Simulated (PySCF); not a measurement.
# C₄H₇O radical: fields and orbitals

For C₄H₇O radical, the scripts below see where an electron leaves and enters and analyse its density (charges, bond critical points, surface potential).

The runs use PySCF 2.14.0; levels as typed in each script, gas phase, geometry from GFN2-xTB.

### Step 1. Starting geometry

SMILES `C=[C]CCO`, 12 atoms, charge 0, spin multiplicity 2.

Bond lengths: C1–C2 1.295 Å, C1–H6 1.095 Å, C1–H7 1.081 Å, C2–C3 1.460 Å, C3–C4 1.540 Å, C3–H8 1.099 Å, C3–H9 1.094 Å, C4–O5 1.403 Å, C4–H10 1.100 Å, C4–H11 1.092 Å, O5–H12 0.966 Å. Angles: C2–C1–H6 124.1°, C2–C1–H7 122.0°, H6–C1–H7 113.8°, C1–C2–C3 141.1°, C2–C3–C4 110.7°, C2–C3–H8 110.2°, C2–C3–H9 110.6°, C4–C3–H8 109.2°, C4–C3–H9 108.5°, H8–C3–H9 107.7°, C3–C4–O5 112.6°, C3–C4–H10 109.3°, C3–C4–H11 109.8°, O5–C4–H10 110.6°, O5–C4–H11 105.8°, H10–C4–H11 108.7°, C4–O5–H12 108.0°.

Geometry (Å):

```
C    -1.9614    0.5076   -0.0124
C    -1.1544   -0.4857   -0.2121
C     0.0993   -1.0472    0.2824
C     1.3029   -0.2689   -0.2813
O     1.3303    1.0661    0.1490
H    -1.8485    1.2383    0.7950
H    -2.8372    0.6667   -0.6253
H     0.1254   -1.0066    1.3805
H     0.1939   -2.0961   -0.0138
H     1.2869   -0.3210   -1.3801
H     2.2328   -0.7164    0.0769
H     0.4861    1.4724   -0.0852
```

### Step 2. Removing and adding an electron (CAM-B3LYP/def2-svp)

input.py reads:

```python
import numpy as np
from pyscf import gto, scf, dft
from pyscf.scf import atom_ks, atom_hf
from scipy.linalg import block_diag

def solve(mol, dm0=None, hcore=None):
    mf = (dft.UKS if mol.spin else dft.RKS)(mol, xc='camb3lyp')
    mf.grids.level = 3
    mf = mf.density_fit(auxbasis='def2-universal-jkfit')
    mf.conv_tol, mf.max_cycle = 1e-8, 80
    if hcore is not None:
        mf.get_hcore = lambda *args: hcore
    mf.kernel(dm0)
    if not mf.converged:
        mf = mf.newton().run(mf.mo_coeff, mf.mo_occ, max_cycle=30)
    assert mf.converged, 'SCF not converged'
    return mf

mol = gto.M(atom='''
C     -1.96142     0.50757    -0.01244
C     -1.15441    -0.48572    -0.21210
C      0.09930    -1.04721     0.28245
C      1.30293    -0.26893    -0.28130
O      1.33028     1.06607     0.14905
H     -1.84854     1.23829     0.79501
H     -2.83719     0.66666    -0.62527
H      0.12539    -1.00664     1.38046
H      0.19388    -2.09613    -0.01382
H      1.28692    -0.32099    -1.38011
H      2.23283    -0.71643     0.07689
H      0.48609     1.47243    -0.08521
''', basis='def2-svp', charge=0, spin=1, verbose=4)
mf = solve(mol)
out = dict(e0=mf.e_tot, dm0=mf.make_rdm1(), c=mf.mo_coeff, occ=mf.mo_occ, eps=mf.mo_energy)
for name, dq, spin in [('cation', 1, 0), ('anion', -1, 0)]:
    ion = mol.copy().set(charge=mol.charge + dq, spin=spin).build()
    mi = solve(ion)
    if spin and dq > 0 and mol.nao < 130:
        c, _, stable, _ = mi.stability(return_status=True)
        if not stable:
            mi = solve(ion, mi.make_rdm1(c, mi.mo_occ))
    print(name, 'vertical energy change / eV', (mi.e_tot - mf.e_tot) * 27.211386)
    out.update({'e_' + name: mi.e_tot, 'dm_' + name: mi.make_rdm1(), 's2_' + name: mi.spin_square()[0], 'eps_' + name: mi.mo_energy, 'occ_' + name: mi.mo_occ})
# spherically averaged free atoms, for the promolecule
atm = atom_ks.get_atm_nrks(mol, xc='camb3lyp')
pro = block_diag(*[(atm[a[0]][2] * atm[a[0]][3]) @ atm[a[0]][2].T for a in mol._atom])
np.savez('result.npz', pro=pro, **out)
```

Launch:

```
OMP_NUM_THREADS=1 python input.py
```

### Step 4. Density, bond paths and surface potential (wB97X/def2-svp)

input.py reads:

```python
import numpy as np
from pyscf import gto, scf, dft
from pyscf.scf import atom_ks, atom_hf
from scipy.linalg import block_diag

def solve(mol, dm0=None, hcore=None):
    mf = (dft.UKS if mol.spin else dft.RKS)(mol, xc='wb97x')
    mf.grids.level = 3
    mf = mf.density_fit(auxbasis='def2-universal-jkfit')
    mf.conv_tol, mf.max_cycle = 1e-8, 80
    if hcore is not None:
        mf.get_hcore = lambda *args: hcore
    mf.kernel(dm0)
    if not mf.converged:
        mf = mf.newton().run(mf.mo_coeff, mf.mo_occ, max_cycle=30)
    assert mf.converged, 'SCF not converged'
    return mf

mol = gto.M(atom='''
C     -1.96142     0.50757    -0.01244
C     -1.15441    -0.48572    -0.21210
C      0.09930    -1.04721     0.28245
C      1.30293    -0.26893    -0.28130
O      1.33028     1.06607     0.14905
H     -1.84854     1.23829     0.79501
H     -2.83719     0.66666    -0.62527
H      0.12539    -1.00664     1.38046
H      0.19388    -2.09613    -0.01382
H      1.28692    -0.32099    -1.38011
H      2.23283    -0.71643     0.07689
H      0.48609     1.47243    -0.08521
''', basis='def2-svp', charge=0, spin=1, verbose=4)
mf = solve(mol)
mf.analyze()
# spherically averaged free atoms, for the promolecule
atm = atom_ks.get_atm_nrks(mol, xc='wb97x')
pro = block_diag(*[(atm[a[0]][2] * atm[a[0]][3]) @ atm[a[0]][2].T for a in mol._atom])
np.savez('result.npz', e=mf.e_tot, c=mf.mo_coeff, occ=mf.mo_occ, eps=mf.mo_energy, pro=pro, dip=mf.dip_moment(verbose=0), s2=mf.spin_square()[0])
```

(Steps that only read results are left out.)

Q: Predict the outcome of this session. Wanted: vertical ionisation energy; vertical electron affinity; dipole moment; HOMO, LUMO.

**Answer**, as computed:

| quantity | value |
| --- | --- |
| vertical ionisation energy (CAM-B3LYP/def2-svp) | 8.73 eV |
| vertical electron affinity (CAM-B3LYP/def2-svp) | -0.38 eV |
| dipole moment (wB97X/def2-svp) | 0.99 D |
| HOMO, LUMO (wB97X/def2-svp) | -8.71, 0.50 eV |

What this shows: The ionisation energy from two SCF runs, 8.73 eV, lies 1.0 eV above −ε(HOMO) = 7.71 eV of the same level, CAM-B3LYP/def2-svp, since self-interaction lifts this functional's HOMO. At wB97X/def2-svp: The highest Hirshfeld charge is on H12 (+0.15 e), the lowest on O5 (−0.23 e). All values hold at the given geometry, in the gas phase.
